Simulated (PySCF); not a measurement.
A failing input for NH

```python
from pyscf import gto, scf

mol = gto.M(
    atom='H 0 0 0; N 0 0 0.975',
    basis='crenbl',
    ecp={'N': 'crenbl'},
    charge=0,
    spin=2,
    symmetry=True,
    verbose=4,
)
mf = scf.UHF(mol)
mf = mf.density_fit(auxbasis='def2-universal-jkfit')
mf.max_cycle = 2
mf.kernel()
mf.mulliken_pop()
mf.dip_moment()
print('orbital energies (hartree):', [e[max(0, n-3):n+3].round(4) for e, n in zip(mf.mo_energy, mol.nelec)])
```

```bash
$ python input.py
```

The log, shortened:

```
[earlier lines left out]
SCF max_cycles = 2
number electrons alpha = 4  beta = 2
Freeze 0 electrons in irreps []
    6 free electrons in irreps A1 E1x E1y
******** <class 'pyscf.df.df.DF'> ********
auxbasis = def2-universal-jkfit
init E= -6.47648390860748

cycle= 1 E= -10.1544032826546  delta_E= -3.68  |g|= 0.274  |ddm|= 0.984
cycle= 2 E= -10.1795434385512  delta_E= -0.0251  |g|= 0.0656  |ddm|= 0.21
SCF not converged.
SCF energy = -10.1795434385512 after 2 cycles  <S^2> = 2.0028173  2S+1 = 3.0018776
 ** Mulliken pop       alpha | beta **
pop of  0 H 1s        0.00337 | 0.00355
pop of  0 H 2s        0.06772 | 0.07396
pop of  0 H 3s        0.24022 | 0.28175
pop of  0 H 4s        0.04269 | 0.05678
pop of  1 N 2s       -0.03131 | -0.02969
pop of  1 N 3s        0.50998 | 0.48626
pop of  1 N 4s        0.22433 | 0.19998
pop of  1 N 5s        0.27278 | 0.26861
pop of  1 N 2px       0.01642 | 0.00000
pop of  1 N 2py       0.01642 | 0.00000
pop of  1 N 2pz       0.01143 | 0.01117
pop of  1 N 3px       0.18029 | 0.00000
[8 lines left out]
In total             4.00000 | 2.00000
 ** Mulliken atomic charges   ( Nelec_alpha | Nelec_beta ) **
charge of  0H =      0.22996  (     0.35399      0.41605 )
charge of  1N =     -0.22996  (     3.64601      1.58395 )
Dipole moment(X, Y, Z, Debye):  0.00000,  0.00000, -2.10172
orbital energies (hartree): [array([-0.6463, -0.5781, -0.5781,  0.1629,  0.4836,  0.605 ]), array([-1.0322, -0.5529,  0.0819,  0.0819,  0.1787])]
```

Task: Which setting is at fault, why, and what does a mended input give?

Result: The cycle limit (2): the limit is below the number of cycles that the SCF needs. With this edit
```diff
- mf.max_cycle = 2
```
the run finishes: E(SCF) = -10.183114 Eh, 10 cycles, ⟨S²⟩ = 2.014, μz(SCF) = -1.99 D.

The bond length is a typed value, not an optimised one. No search for the lowest solution was made.
